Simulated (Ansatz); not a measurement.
C₄H₈, charge -1, doublet, at a GFN2-xTB geometry of the parent state (a state made from the parent by changing its charge; the spin is typed, not shown lowest) (a gas-phase anion, which may not be bound at this level); HF/STO-3G run with Ansatz (a program for electronic structure).

The Ansatz input:
Ansatz 0.2 input:
```yaml
crystal:
  periodic: [false, false, false]
  atoms:
    - {symbol: C, position_ang: [-1.15624507, -0.87916860, -0.04051442]}
    - {symbol: C, position_ang: [-0.01256111, 0.08350426, 0.01189816]}
    - {symbol: C, position_ang: [1.36521109, -0.48911726, -0.09391931]}
    - {symbol: C, position_ang: [-0.22788925, 1.49221281, 0.14524560]}
    - {symbol: H, position_ang: [-1.01654276, -1.68594538, 0.68395579]}
    - {symbol: H, position_ang: [-1.22938198, -1.34750214, -1.02810732]}
    - {symbol: H, position_ang: [-2.09715668, -0.37703551, 0.16949563]}
    - {symbol: H, position_ang: [1.59582270, -1.11669389, 0.77353669]}
    - {symbol: H, position_ang: [2.11067560, 0.29966423, -0.15358709]}
    - {symbol: H, position_ang: [1.45354928, -1.12579148, -0.97865012]}
    - {symbol: H, position_ang: [-0.35123030, 2.13528041, -0.71439919]}
    - {symbol: H, position_ang: [-0.27682982, 1.97343663, 1.11149528]}
basis:
  gaussian:
    orbitals: STO-3G
hamiltonian:
  xc: hf
total_charge: -1
magnetization: {spin_polarized: false, initial_magnetization: 1}
```

It wrote (shortened):

```
Functional definition: HF
387 factors; integrals over basis functions are off by at most 4.7e-5 eV
mean field evaluation 1: about -4185.7713 eV, gradient 2.6e1 eV
mean field evaluation 2: about -4186.0248 eV, gradient 2.6e1 eV
mean field evaluation 4: about -4187.9264 eV, gradient 1.4e1 eV
mean field evaluation 8: about -4188.5229 eV, gradient 1.7e-1 eV
mean field evaluation 16: about -4188.7559 eV, gradient 2.3e-3 eV
mean field -4188.75584012 eV, -153.9339378839 hartree, gradient 3.3e-5 eV, S^2 0.750000; 1 other end points of the search recorded, 0 dependent functions left out
reference -4188.75584012 eV, -153.9339378839 hartree; 17, 16 occupied and 11, 12 virtual orbitals, 387 factors
Total energy: -4188.75584012 eV, -153.9339378839 hartree
```
